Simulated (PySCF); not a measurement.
# CH3 radical: a look at the electrons

Aim: take CH3 radical and see where an electron leaves and enters, measure its response to a uniform field and analyse its density (charges, bond critical points, surface potential).

Program: PySCF 2.14.0. Level of theory: levels as typed in each script, gas phase, geometry from GFN2-xTB. These are calculated values, not measurements.

## Step 1: Starting geometry

4 atoms, charge 0, spin multiplicity 2.

Bond lengths: C1–H2 1.067 Å, C1–H3 1.067 Å, C1–H4 1.067 Å. Angles: H2–C1–H3 120.0°, H2–C1–H4 120.0°, H3–C1–H4 120.0°.

As a file:

```xyz
4
CH3
C     0.0000    0.0000    0.0000
H     1.0434    0.2255    0.0000
H    -0.7170    0.7909    0.0000
H    -0.3264   -1.0164    0.0000
```

## Step 2: Removing and adding an electron (BP86/def2-svp)

File input.py:

```python
import numpy as np
from pyscf import gto, scf, dft
from pyscf.scf import atom_ks, atom_hf
from scipy.linalg import block_diag

def solve(mol, dm0=None, hcore=None):
    mf = (dft.UKS if mol.spin else dft.RKS)(mol, xc='bp86')
    mf.grids.level = 3
    mf = mf.density_fit(auxbasis='def2-universal-jkfit')
    mf.conv_tol, mf.max_cycle = 1e-8, 80
    if hcore is not None:
        mf.get_hcore = lambda *args: hcore
    mf.kernel(dm0)
    if not mf.converged:
        mf = mf.newton().run(mf.mo_coeff, mf.mo_occ, max_cycle=30)
    assert mf.converged, 'SCF not converged'
    return mf

mol = gto.M(atom='''
C      0.00000     0.00000     0.00000
H      1.04339     0.22550     0.00000
H     -0.71697     0.79085     0.00000
H     -0.32640    -1.01635     0.00000
''', basis='def2-svp', charge=0, spin=1, verbose=4)
mf = solve(mol)
out = dict(e0=mf.e_tot, dm0=mf.make_rdm1(), c=mf.mo_coeff, occ=mf.mo_occ, eps=mf.mo_energy)
for name, dq, spin in [('cation', 1, 0), ('anion', -1, 0)]:
    ion = mol.copy().set(charge=mol.charge + dq, spin=spin).build()
    mi = solve(ion)
    if spin and dq > 0 and mol.nao < 130:
        c, _, stable, _ = mi.stability(return_status=True)
        if not stable:
            mi = solve(ion, mi.make_rdm1(c, mi.mo_occ))
    print(name, 'vertical energy change / eV', (mi.e_tot - mf.e_tot) * 27.211386)
    out.update({'e_' + name: mi.e_tot, 'dm_' + name: mi.make_rdm1(), 's2_' + name: mi.spin_square()[0], 'eps_' + name: mi.mo_energy, 'occ_' + name: mi.mo_occ})
# spherically averaged free atoms, for the promolecule
atm = atom_ks.get_atm_nrks(mol, xc='bp86')
pro = block_diag(*[(atm[a[0]][2] * atm[a[0]][3]) @ atm[a[0]][2].T for a in mol._atom])
np.savez('result.npz', pro=pro, **out)
```

Run with:

```bash
$ OMP_NUM_THREADS=1 python input.py
```

## Step 3: Response to an electric field (LDA (SVWN)/def2-svpd)

File input.py:

```python
import numpy as np
from pyscf import gto, scf, dft
from pyscf.scf import atom_ks, atom_hf
from scipy.linalg import block_diag

def solve(mol, dm0=None, hcore=None):
    mf = (dft.UKS if mol.spin else dft.RKS)(mol, xc='svwn')
    mf.grids.level = 3
    mf = mf.density_fit(auxbasis='def2-universal-jkfit')
    mf.conv_tol, mf.max_cycle = 1e-8, 80
    if hcore is not None:
        mf.get_hcore = lambda *args: hcore
    mf.kernel(dm0)
    if not mf.converged:
        mf = mf.newton().run(mf.mo_coeff, mf.mo_occ, max_cycle=30)
    assert mf.converged, 'SCF not converged'
    return mf

mol = gto.M(atom='''
C      0.00000     0.00000     0.00000
H      1.04339     0.22550     0.00000
H     -0.71697     0.79085     0.00000
H     -0.32640    -1.01635     0.00000
''', basis='def2-svpd', charge=0, spin=1, verbose=4)
field = np.array([0.01, 0.0, 0.0])  # atomic units
mol.set_common_orig(mol.atom_charges() @ mol.atom_coords() / mol.atom_charges().sum())
mf = solve(mol)
out = dict(dm0=mf.make_rdm1(), d0=mf.dip_moment(unit='AU'), e0=mf.e_tot)
for name, sign in (('p', 1), ('m', -1)):
    h = mf.get_hcore() + sign * np.einsum('x,xij->ij', field, mol.intor('int1e_r'))
    mi = solve(mol, mf.make_rdm1(), h)
    out.update({'dm' + name: mi.make_rdm1(), 'd' + name: mi.dip_moment(unit='AU'), 'e' + name: mi.e_tot})
# spherically averaged free atoms, for the promolecule
atm = atom_ks.get_atm_nrks(mol, xc='svwn')
pro = block_diag(*[(atm[a[0]][2] * atm[a[0]][3]) @ atm[a[0]][2].T for a in mol._atom])
np.savez('result.npz', pro=pro, **out)
```

## Step 5: Density, bond paths and surface potential (TPSS/def2-svp)

File input.py:

```python
import numpy as np
from pyscf import gto, scf, dft
from pyscf.scf import atom_ks, atom_hf
from scipy.linalg import block_diag

def solve(mol, dm0=None, hcore=None):
    mf = (dft.UKS if mol.spin else dft.RKS)(mol, xc='tpss')
    mf.grids.level = 3
    mf = mf.density_fit(auxbasis='def2-universal-jkfit')
    mf.conv_tol, mf.max_cycle = 1e-8, 80
    if hcore is not None:
        mf.get_hcore = lambda *args: hcore
    mf.kernel(dm0)
    if not mf.converged:
        mf = mf.newton().run(mf.mo_coeff, mf.mo_occ, max_cycle=30)
    assert mf.converged, 'SCF not converged'
    return mf

mol = gto.M(atom='''
C      0.00000     0.00000     0.00000
H      1.04339     0.22550     0.00000
H     -0.71697     0.79085     0.00000
H     -0.32640    -1.01635     0.00000
''', basis='def2-svp', charge=0, spin=1, verbose=4)
mf = solve(mol)
mf.analyze()
# spherically averaged free atoms, for the promolecule
atm = atom_ks.get_atm_nrks(mol, xc='tpss')
pro = block_diag(*[(atm[a[0]][2] * atm[a[0]][3]) @ atm[a[0]][2].T for a in mol._atom])
np.savez('result.npz', e=mf.e_tot, c=mf.mo_coeff, occ=mf.mo_occ, eps=mf.mo_energy, pro=pro, dip=mf.dip_moment(verbose=0), s2=mf.spin_square()[0])
```

(Steps that only read results are left out.)

Q: Predict the outcome of this session. Wanted: polarisability along the field; dipole moment; HOMO, LUMO.

The runs gave:

```
                                             quantity            value
polarisability along the field (LDA (SVWN)/def2-svpd)       16.1 bohr³
                        dipole moment (TPSS/def2-svp)           0.00 D
                           HOMO, LUMO (TPSS/def2-svp)  -5.35, -2.13 eV
```

**Reading.** At TPSS/def2-svp: The highest Hirshfeld charge is on H2, H3 and H4 (+0.03 e), the lowest on C1 (−0.10 e). All values hold at the given geometry, in the gas phase.
